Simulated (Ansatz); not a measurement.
```xyz
11

C    -1.186    0.449   -0.640
C     0.312    0.530   -0.362
Si    0.917   -0.774    0.844
H    -1.507    1.220   -1.345
H    -1.769    0.578    0.275
H    -1.461   -0.520   -1.066
H     0.574    1.514    0.041
H     0.880    0.423   -1.292
H     0.640   -2.138    0.315
H     0.217   -0.635    2.152
H     2.382   -0.647    1.078
```

The species carries charge 0 and has multiplicity 1.

(1) List the PBE0/def2-TZVPP orbital energies in eV (the Gaussian-basis code of Ansatz). (Estimate.)

Results:

(1) The calculation gave: Occupied: -1802.16, -278.05, -278.02, -144.53, -99.18, -99.18, -99.16, -21.35, -17.51, -14.50, -12.60, -11.84, -10.70, -10.05, -9.34, -9.26, -8.52. Lowest empty: 0.70, 1.43, 1.65, 1.89, 2.41, 2.65, 2.70, 3.37.
